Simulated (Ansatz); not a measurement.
Molecule (SMILES): [NH2] (NH2), doublet.
Atoms: N1, H2, H3. Bonds: N1-H2, N1-H3.

Basis-set convergence of the highest harmonic wavenumber at CCSD(T) with Ansatz (a quantum-chemistry and plane-wave program). Each level at its own minimum, finite differences of forces, unscaled; the reference is a large set that could be run, not a limit. Cartesian d functions, on some or all atoms, in 6-31+G*, 6-31G**; all else is spherical. Cores are frozen. Core-valence sets carry the plain set on hydrogen. Open shells are unrestricted. No added dispersion term, no relativity. Reference: the value in aug-pcseg-2, 3473 cm⁻¹, itself unsure by roughly 14 cm⁻¹ (its mean distance from aug-cc-pVTZ, def2-TZVPPD). Deviations are taken from unrounded values.

| basis | functions | highest harmonic wavenumber (cm⁻¹) | minus reference (cm⁻¹) |
|---|---|---|---|
| STO-3G | 7 | 3434 | -39 |
| 3-21G | 13 | 3153 | -320 |
| 6-31G | 13 | 3341 | -132 |
| pcseg-0 | 13 | 3157 | -316 |
| 6-31+G* | 23 | 3428 | -44 |
| cc-pVDZ | 24 | 3415 | -58 |
| pcseg-1 | 24 | 3479 | 7 |
| 6-31G** | 25 | 3496 | 23 |
| 6-311+G** | 34 | 3459 | -14 |
| def2-SVPD | 36 | 3474 | 1 |
| aug-pcseg-1 | 41 | 3444 | -29 |
| 6-311++G(2d,2p) | 47 | 3459 | -14 |
| cc-pVTZ | 58 | 3458 | -15 |
| jun-cc-pV(T+d)Z | 67 | 3461 | -12 |
| cc-pCVTZ | 71 | 3454 | -19 |
| def2-TZVPPD | 71 | 3463 | -9 |
| 6-311++G(3df,3pd) | 75 | 3474 | 1 |
| aug-pcseg-2 | 92 | 3473 | 0 |
